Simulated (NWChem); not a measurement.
System: C2H5NO anion, doublet; SMILES of the neutral closed-shell parent C(N)(C)=O

```xyz
9

C      0.1739     1.3735    -0.0183
C     -0.1489    -0.0725     0.2480
N      1.0104    -0.9126     0.0684
O     -1.3173    -0.5420     0.0431
H      0.4229     1.5116    -1.1197
H      1.0520     1.7238     0.5443
H     -0.6888     2.0130     0.2064
H      0.6665    -1.8617    -0.0830
H      1.5353    -0.6528    -0.8005
```
Atoms are numbered in this order, from 1.

Computed with NWChem. Pople sets run with spherical d functions. Spin-unrestricted. Geometry: optimised at B3LYP/def2-SVPD, spin-unrestricted. No frequency run checked for a minimum. This spin state was assumed; another may lie lower. No stability test was run on the SCF state. The gas-phase anion has a positive highest level at the geometry level, so the gas reference is doubtful. Level: PBE0/6-31+G* with SMD (1 M gas to 1 M solution), gas-phase geometry. Reactions with the solvent are ignored.

Question: What does the run give for solvent water? Quantities: solvation free energy (kcal/mol); cavity-dispersion-structure term (kcal/mol).

Answer: 
- solvation free energy (kcal/mol): -69.8
- cavity-dispersion-structure term (kcal/mol): 3.3
